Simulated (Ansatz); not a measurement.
Wavefunction ladder for `C1=NCS1`

```xyz
7

C    -0.262    0.387    1.049
N     0.118    0.984   -0.016
C     0.214   -0.220   -0.821
S    -0.320   -1.300    0.585
H    -0.491    0.834    2.012
H     1.229   -0.441   -1.154
H    -0.488   -0.244   -1.655
```

Total charge 0; spin multiplicity 1. The geometry is a stationary point of PBE0-D4/def2-TZVP. Frozen core, restricted reference, Ansatz. CBS rows extrapolate triple and quadruple zeta; past MP2 they add the triple-zeta difference.

| basis | HF (Eh) | MP2 corr. | CCSD corr. | (T) | CCSD(T) total |
| --- | --- | --- | --- | --- | --- |
| def2-SVP | -529.17122 | -0.55688 | ? | ? | ? |
| def2-TZVPP | -529.46689 | -0.69433 | ? | -0.03759 | ? |
| def2-QZVPP | -529.48409 | ? | – | – | – |
| CBS(def2) | -529.48646 | -0.78065 | -0.80532 | as TZ | -530.32937 |

Question: Fill in the withheld values. (Best estimate.)

Answer: Ansatz gave: def2-SVP CCSD corr.: -0.58886; def2-SVP (T): -0.02341; def2-SVP CCSD(T) total: -529.78349; def2-TZVPP CCSD corr.: -0.71900; def2-TZVPP CCSD(T) total: -530.22348; def2-QZVPP MP2 corr.: -0.74391.
